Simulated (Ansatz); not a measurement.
## Ansatz (development build ahead of 0.2.0) run

```yaml
crystal:
  periodic: [false, false, false]
  atoms:
    - { symbol: H, position_ang: [0.0, 0.0, 0.0] }
    - { symbol: H, position_ang: [0.0, 0.0, 0.64] }
    - { symbol: Mg, position_ang: [0.0, 1.4007, -0.9808] }
basis:
  gaussian: { orbitals: pcseg-2 }
magnetization:
  initial_magnetization: 2
hamiltonian:
  xc: pbe0
```

The input is written out in the form of the current development build from the run's settings.

Output:

```
Converged                       : yes
Total energy                    : -201.02407 hartree
Spin squared of the determinant : 2.000
Stability test                  : minimum among restricted orbitals
```

Caution: other spin multiplicities may lie lower.
